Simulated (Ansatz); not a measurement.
The input, for Ansatz 0.2.0:

```yaml
crystal:
  periodic: [false, false, false]
  atoms:
    - {symbol: Al, position_ang: [0.000000, 0.154045, -0.059398]}
    - {symbol: H, position_ang: [0.000000, -3.663334, -1.796424]}
    - {symbol: H, position_ang: [0.420650, -0.230141, 1.693226]}
    - {symbol: H, position_ang: [-0.420650, -0.230141, 1.693226]}
basis:
  gaussian: {orbitals: cc-pVDZ}
magnetization: {spin_polarized: true, initial_magnetization: 2}
hamiltonian: {xc: {name: PBE}}
output: {orbitals: {seedname: orbitals}}
```

```sh
$ ansatz run in.yaml --threads 1 --pin off --events-out ev --progress --plain --max-ram 2393MiB
```

Log:

```
312 factors; integrals over basis functions are off by at most 9.3e-4 eV
mean field evaluation 1: about -6635.6081 eV, gradient 7.4e0 eV
mean field evaluation 2: about -6635.7415 eV, gradient 6.1e0 eV
mean field evaluation 4: about -6636.2227 eV, gradient 1.9e-1 eV
mean field evaluation 8: about -6636.2231 eV, gradient 3.5e-3 eV
mean field evaluation 16: about -6635.2358 eV, gradient 3.2e0 eV
mean field -6636.22313076 eV, -243.8767018620 hartree, gradient 4.4e-5 eV, S^2 2.006075; 4 other end points of the search recorded, 0 dependent functions left out
reference -6636.22317214 eV, -243.8767033824 hartree; 9, 7 occupied and 24, 26 virtual orbitals, 312 factors
Total energy: -6636.22317214 eV, -243.8767033824 hartree
```

Ran on 1 thread of Arm Neoverse V1, shared host: 1.2 s wall, 0.19 GiB peak host memory.
